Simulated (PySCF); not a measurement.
## Working with the constants of OH⁻

RHF-CCSD(T) constants of OH⁻, ¹Σ⁺ (singlet), closed shell (H def2-TZVPPD, O def2-TZVPPD; no relativity (PySCF 2.14); masses 1.0078 and 15.9949 u):

- ωe: 3738.1 cm⁻¹
- ωexe: 94.2 cm⁻¹
- Be: 19.042 cm⁻¹
- αe: 0.781 cm⁻¹
- D (centrifugal): 0.00198 cm⁻¹

**Question.** Give the vibrational terms G(v) and spacings up to v = 4.

**Answer.** G(v) = ωe(v+½) − ωexe(v+½)².

| v | G(v) (cm⁻¹) | G(v) − G(v−1) | Bv (cm⁻¹) |
| --- | --- | --- | --- |
| 0 | 1846 |  | 18.65 |
| 1 | 5395 | 3550 | 17.87 |
| 2 | 8756 | 3361 | 17.09 |
| 3 | 11929 | 3173 | 16.31 |
| 4 | 14914 | 2985 | 15.53 |

Correlated steps freeze 1 core orbital. The CCSD T1 diagnostic is raised, a sign that a single reference may not be enough here.
